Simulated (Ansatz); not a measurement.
**BaTa3: from a trial structure to a relaxed crystal**

Level of theory: Ansatz 0.2.0, DFT PBE, scalar-relativistic, plane waves, PAW. Cutoff 420 eV, Γ-centred k mesh, Gaussian smearing, no spin polarisation in the final step.

The start puts BaTa3 on the Cu3Au (L1_2) structure type (Pm-3m, No. 221), with Ba in place of Au, Ta in place of Cu, at a guessed volume.

```
CELL_PARAMETERS angstrom
4.40901 0.00000 0.00000
0.00000 4.40901 0.00000
0.00000 0.00000 4.40901
ATOMIC_POSITIONS crystal
Ba 0.00000 0.00000 0.00000
Ta 0.00000 0.50000 0.50000
Ta 0.50000 0.00000 0.50000
Ta 0.50000 0.50000 0.00000
```

Cell and atoms relax at zero pressure; the relaxation can't lower the symmetry of the start.

Energies over the elements count from the elements' standard structures at the same level, with no empirical corrections.

(1) What does it relax into?

(2) What are its volume, energy, density and gap?

## Answers

(1) It keeps Pm-3m (No. 221). The result has the Cu3Au (L1_2) structure. Conventional cell: a = 4.446 Å. Ba has 12 Ta at 3.14 Å; around Ta lie 4 Ba at 3.14 Å and 8 Ta at 3.14 Å.

```xyz
4
Lattice="4.4465 0.0000 0.0000 0.0000 4.4465 0.0000 0.0000 0.0000 4.4465" Properties=species:S:1:pos:R:3 pbc="T T T"
Ba    0.0000    0.0000    0.0000
Ta    0.0000    2.2232    2.2232
Ta    2.2232    0.0000    2.2232
Ta    2.2232    2.2232    0.0000
```

(2) The volume per atom is 21.98 Å³ and the density is 12.85 g/cm³. The energy over the elements is 1.34 eV/atom. The gap on the 10×10×10 mesh is 0 eV (a metal).

The final run used a 10×10×10 mesh on its 4-atom cell and 0.10 eV smearing. The k mesh leaves about 4 meV/atom of noise in metals. Spin–orbit coupling is left out. A structure relaxed within its symmetry needn't be a true minimum. The steps took roughly 50 core-seconds in all.

Cost: 2 runs of about 0.77 core-minutes in all, on Intel Xeon Platinum 8375C (Ice Lake) (shared hosts).